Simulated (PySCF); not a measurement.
**MgS: bond curves at several levels of theory**

One table from this session's results is given with a row withheld; the runs are named, their logs left out.

Computed with PySCF 2.14.0. Level: Mg STO-3G, S STO-3G, no relativity.

The first run:

A driver script around PySCF takes these settings:

| Quantity | Value |
| --- | --- |
| atoms | Mg, S |
| charge | 0 |
| basis | Mg STO-3G, S STO-3G |
| Hamiltonian | no relativity |
| basis functions | 18 |
| electrons treated | 28 |
| masses in u | 23.9850, 31.9721 |
| levels | PBE0, PBE, r²SCAN, r²SCAN0, PBEsol, M06, HSE06, HF, MP2, SCS-MP2, CCSD, CCSD(T) |
| grid | 80 radial by 434 angular points |
| occupations | held fixed by the projection of orbital angular momentum |
| dissociation limit | Mg + S, each in its ground configuration |
| starting distance in angstrom | 2.340 |
| values of 2S to try | 0, 2 |

Command:

```bash
> OMP_NUM_THREADS=1 python dia.py task.json out
```

Among the steps run: Input; PBE0 along the bond; Excited determinants; PBE (GGA); r²SCAN; r²SCAN0 (hybrid meta-GGA); PBEsol (GGA); M06; HSE06 (range-separated hybrid); RHF; Correlated methods on the Hartree–Fock reference.

One of the session's tables, all rows but one given; the rest of the session is left out.

It belongs to the step «The curves together». Energy (eV) from each level's lowest point:

| R (Å) | RHF | RHF-MP2 | RHF-SCS-MP2 | RHF-CCSD | RHF-CCSD(T) |
| --- | --- | --- | --- | --- | --- |
| 1.713 | 1.534 | 1.519 | 1.547 | n/a | n/a |
| 1.793 | 0.698 | 0.671 | 0.696 | 0.769 | 0.745 |
| 1.873 | 0.229 | 0.202 | 0.220 | 0.271 | 0.252 |
| 1.932 | 0.057 | 0.040 | 0.050 | 0.077 | 0.066 |
| 1.992 | 0.000 | 0.000 | 0.000 | 0.000 | 0.000 |
| 2.052 | 0.029 | 0.054 | 0.042 | 0.012 | 0.026 |
| 2.131 | ? | ? | ? | ? | ? |
| 2.231 | 0.424 | 0.544 | 0.493 | 0.391 | 0.446 |
| 2.351 | 0.808 | 0.991 | 0.914 | 0.797 | 0.870 |
| 2.510 | 1.353 | 1.598 | 1.496 | n/a | n/a |

**Question.** Estimate the row for R (Å) = 2.131.

Worked estimate for «RHF». A straight line through the neighbours (2.052, 0.029) and (2.231, 0.424) gives 0.029 + (0.424 − 0.029) × (2.131 − 2.052) / (2.231 − 2.052) = 0.203; a parabola fitted to 4 rows on both sides gives 0.174.

As computed: RHF: 0.162; RHF-MP2: 0.227; RHF-SCS-MP2: 0.198; RHF-CCSD: 0.131; RHF-CCSD(T): 0.164. In «RHF» the line misses by +0.041 and the parabola by +0.012.
